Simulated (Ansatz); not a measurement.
# B₂NH₅: functionals against CCSD(T) at one geometry

An exercise on one series of results from a longer session: the logs are not shown, and one member is left open.

Method: single points in def2-TZVPP; program: Ansatz 0.2.0, Gaussian basis.

Correlated methods freeze the cores.

### Starting geometry

8 atoms, charge 0, spin multiplicity 1.

Atoms are counted from 1 here; the program's logs count them from 0.

Bond lengths: B1–N2 1.453 Å, B1–H4 1.244 Å, B1–H5 0.917 Å, N2–B3 1.412 Å, B3–H7 1.334 Å, B3–H8 1.132 Å. Angles: N2–B1–H4 107.0°, N2–B1–H5 117.6°, H4–B1–H5 135.1°, B1–N2–B3 130.7°, N2–B3–H7 120.3°, N2–B3–H8 127.6°, H7–B3–H8 109.8°.

Coordinates:

```
B    -0.9373    0.7543   -0.7055
N     0.2363    0.3284    0.0380
B     0.5741   -0.9290    0.5846
H    -1.4197   -0.2621   -1.2361
H    -1.1078    1.6542   -0.7503
H     1.1483    1.4063    0.2102
H     1.7034   -1.0800    1.2786
H     0.1674   -1.9432    0.2878
```

Set-up of the first run:

Input file run/in.yaml:

```yaml
crystal:
  periodic: [false, false, false]
  atoms:
    - {symbol: B, position_ang: [-0.937300, 0.754300, -0.705500]}
    - {symbol: N, position_ang: [0.236300, 0.328400, 0.038000]}
    - {symbol: B, position_ang: [0.574100, -0.929000, 0.584600]}
    - {symbol: H, position_ang: [-1.419700, -0.262100, -1.236100]}
    - {symbol: H, position_ang: [-1.107800, 1.654200, -0.750300]}
    - {symbol: H, position_ang: [1.148300, 1.406300, 0.210200]}
    - {symbol: H, position_ang: [1.703400, -1.080000, 1.278600]}
    - {symbol: H, position_ang: [0.167400, -1.943200, 0.287800]}
basis:
  gaussian: {orbitals: def2-TZVPP}
correlation: {method: ccsd_t}
output: {forces: true}
```

No record of the launch command was kept for these runs.

Steps of the session up to this table: CCSD(T)/def2-TZVPP; PBE0-D4/def2-TZVPP; wB97M-V/def2-TZVPP; r2SCAN-D4/def2-TZVPP; PBE-D4/def2-TZVPP; SPW92/def2-TZVPP; r2SCAN0-D4/def2-TZVPP.

One table of the session follows, with a row left open; its other results are not shown here.

```
    method  RMS force component (eV/Å)  angle to CCSD(T) forces (°)  dipole (D)
   CCSD(T)                       4.638                    reference        1.50
   PBE0-D4                       4.662                          1.9        1.49
   wB97M-V                       4.615                          1.5        1.58
 r2SCAN-D4                       4.604                          1.6        1.45
    PBE-D4                           ?                            ?           ?
     SPW92                       4.622                          3.8        1.47
r2SCAN0-D4                       4.672                          2.1        1.51
```

Q: Estimate the row for PBE-D4 from the others.

As computed: RMS force component (eV/Å): 4.567; angle to CCSD(T) forces (°): 2.0; dipole (D): 1.43. In the column «RMS force component (eV/Å)» it is the lowest.
